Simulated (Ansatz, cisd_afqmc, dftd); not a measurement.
Barrier from O (triplet) + CH4 (SMILES C) to the saddle point below; all geometries are those of the HTBH38 set.
```
C
H 1 1.0831
H 1 1.0831 2 114.80
H 1 1.0837 2 114.40 3 135.17
H 1 1.3024 2 103.92 4 112.03
O 5 1.2016 4 144.82 1 180.00
```
Charge 0, spin multiplicity 3.

Property: barrier height (electronic, no zero-point energy), in kcal/mol. UHF or UKS for unpaired electrons; spin-orbit terms are left out. Cores are frozen in correlated methods. Rows without X2C or -DK are non-relativistic. The Monte Carlo rows (phaseless AFQMC, CISD trial, step 0.005/hartree) carry one-sigma bars that omit the constraint's bias. Outlying blocks are dropped, and bars are widened where a walk drifts. Over all cases where full CI ran beside it in this data, AFQMC minus full CI had a median of +0.1 mEh and passed +0.4 mEh in a tenth of the cases. CBS(X,Y): correlation extrapolated as X^-3, Hartree-Fock from the larger set. A bracket is a step between two methods taken in the basis named. Functionals run without relativity, which enters their misses. 'core' is core correlation in cc-pwCVTZ, 'X2C' scalar relativity in cc-pVTZ-DK, both at CCSD(T). The UHF reference of CH4O (saddle point or complex, triplet) is spin-contaminated (<S^2> up to 0.06 over the pure value in the sets run).

Published benchmark value: 13.7 kcal/mol (Zhao et al., J. Phys. Chem. A 109, 2012 (2005), HTBH38), a best estimate, not a measurement.

| level | program | barrier height (kcal/mol) | difference against that value |
|---|---|---|---|
| HF/aug-cc-pVTZ | Ansatz | 35.6 | 21.9 |
| HF/aug-cc-pVQZ | Ansatz | 35.8 | 22.1 |
| B3LYP-D3(BJ)/def2-TZVPD | Ansatz + dftd3 | 6.8 | -6.9 |
| PBE0/def2-TZVPD | Ansatz | 8.0 | -5.7 |
| r2SCANh/def2-TZVPD | Ansatz | 5.8 | -7.9 |
| CCSD/aug-cc-pVQZ | Ansatz | 16.9 | 3.2 |
| CCSD/CBS(aug-cc-pVTZ,aug-cc-pVQZ) | Ansatz | 16.6 | 2.9 |
| CCSDT(Q)/aug-cc-pVDZ | Ansatz | 15.0 | 1.3 |
| AFQMC/CISD/aug-cc-pVTZ | cisd_afqmc | 15.0 ± 0.2 | 1.3 |
| CCSD(T)/CBS(aug-cc-pVTZ,aug-cc-pVQZ) + [AFQMC/CISD - CCSD(T)]/aug-cc-pVTZ + core + X2C | Ansatz + cisd_afqmc | 14.4 ± 0.2 | 0.7 |
| CCSD(T)/CBS(aug-cc-pVTZ,aug-cc-pVQZ) + [CCSDT(Q) - CCSD(T)]/aug-cc-pVDZ + core + X2C | Ansatz | 13.7 | 0.0 |

Ansatz is a first-principles code.
